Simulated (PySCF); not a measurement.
Compound: fluoromethylsilane, CH₅FSi.
Atom-mapped SMILES: `[CH3:1][SiH2:2][F:3]` (hydrogens: H4, H5, H6 on C1; H7, H8 on Si2)

Method: PySCF, TDDFT CAM-B3LYP/def2-SVPD, vertical, gas phase, core orbitals frozen in the response. Isolated species at its PBE0-D3(BJ)/def2-SVP geometry, gas phase.

Broadening: Gaussians 0.25 eV wide at half height, area fixed by f = 4.319×10⁻⁹ ∫ε dν̃. The width is an assumption, not a result. The curve ends short of the highest state used, and states not computed would add to its high-energy end.

```tsv
E (eV)	ε (L mol⁻¹ cm⁻¹)
7.92	4
7.95	11
7.99	35
8.02	75
8.06	183
8.09	325
8.13	618
8.16	912
8.20	1352
8.23	1655
8.27	1914
8.30	1945
8.34	1756
8.37	1485
8.41	1064
8.44	789
8.48	586
8.51	628
8.55	1053
8.58	1734
8.62	3212
8.65	4730
8.69	7091
8.72	8845
8.76	10692
8.79	11450
8.83	11469
8.87	10470
8.90	9247
8.94	7290
8.97	5768
9.01	3895
9.04	2716
9.08	1527
9.11	924
9.15	454
```

Problem. Locate the maxima and give the states behind the curve.

Solution. 150 nm (8.29 eV), ε about 2000, made up of S1 (49%) and S2 (51%); 141 nm (8.81 eV), ε about 12000, made up of S3 (76%) and S4 (24%) (ε in L mol⁻¹ cm⁻¹; maxima over ε = 5, shares over 10%). The states used: S1 8.29 eV (f 0.0089); S2 8.29 eV (f 0.0092); S3 8.78 eV (f 0.086); S4 8.91 eV (f 0.043); S5 9.49 eV (f 0.059); S6 9.75 eV (f 0.245).

Problem. What would ε be at 8.81 eV, the highest of these maxima, with half the width (0.125 eV)?

Solution. About 16500 L mol⁻¹ cm⁻¹ against 11600, a factor of about 1.4; a lone state at its own centre would give exactly 2.

Problem. Coming from long wavelengths, where does ε first pass 100 L mol⁻¹ cm⁻¹?

Solution. At about 154 nm (8.03 eV), 0.26 eV below S1.
